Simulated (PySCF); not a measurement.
Molfile (atoms numbered from 1):
```
C4H5O
     RDKit          3D

 10  9  0  0  0  0  0  0  0  0999 V2000
   -2.2002    0.9323   -0.2886 C   0  0  0  0  0  0  0  0  0  0  0  0
   -1.0013    0.3647    0.0244 C   0  0  0  0  0  0  0  0  0  0  0  0
    0.3175    0.8702   -0.1419 C   0  0  0  0  0  0  0  0  0  0  0  0
    1.4604    0.1415    0.2389 C   0  0  0  0  0  0  0  0  0  0  0  0
    1.5452   -0.9886    0.7501 O   0  0  0  0  0  0  0  0  0  0  0  0
   -2.2629    1.9291   -0.7428 H   0  0  0  0  0  0  0  0  0  0  0  0
   -3.1454    0.4132   -0.0988 H   0  0  0  0  0  0  0  0  0  0  0  0
   -1.0144   -0.6383    0.4774 H   0  0  0  0  0  0  0  0  0  0  0  0
    0.4688    1.8633   -0.5838 H   0  0  0  0  0  0  0  0  0  0  0  0
    2.4249    0.7070    0.0285 H   0  0  0  0  0  0  0  0  0  0  0  0
  1  2  2  0
  2  3  1  0
  3  4  2  0
  4  5  1  0
  1  6  1  0
  1  7  1  0
  2  8  1  0
  3  9  1  0
  4 10  1  0
M  CHG  1   5  -1
M  END
```

Geometry: PBE0-D3(BJ)/def2-SVP; GIAO shifts from PySCF, gas phase, non-relativistic, averaged over equivalent atoms.

At PBE0/pcSseg-1 (110 basis functions, 5.6 s wall time on 1 thread of an Arm Neoverse V2, shared host):
```
atoms  δ (ppm)
   C4    171.7
   C2    143.9
   C3     96.5
   C1     72.7
   O5    393.8
  H10     8.10
   H8     7.01
   H9     3.73
   H6     3.12
   H7     2.83
```

δ = σ(ref) − σ, references computed at the same level: ¹³C (184.41 ppm) and ¹H (31.27 ppm) against TMS; ¹⁷O (334.56 ppm) against H2O.

Problem. What do these become at wB97X-D/pcSseg-2?

Solution. 
```tsv
atoms	δ at wB97X-D/pcSseg-2	change
C4	181.5	+9.8
C2	154.3	+10.4
C3	97.9	+1.4
C1	74.2	+1.5
O5	359.6	-34.2
H10	8.51	+0.41
H8	7.76	+0.75
H9	4.16	+0.43
H6	3.36	+0.24
H7	2.97	+0.14
```

Referencing at the same level of theory: TMS for ¹³C (σ = 184.42 ppm) and ¹H (σ = 31.36 ppm); H2O for ¹⁷O (σ = 326.83 ppm).

The largest change is at O5 (oxygen bonded to C). Cost: 250 basis functions, 24 s wall time on 1 thread of an Arm Neoverse V2, shared host. The order of the carbon signals is the same at both levels.

Unscaled 17O shifts of doubly bonded oxygen tend to come out too high, by tens of ppm or more. Experimental scales use liquid or dissolved standards, which lie at an offset from isolated H2O (liquid H2O: subtract about 36 ppm).
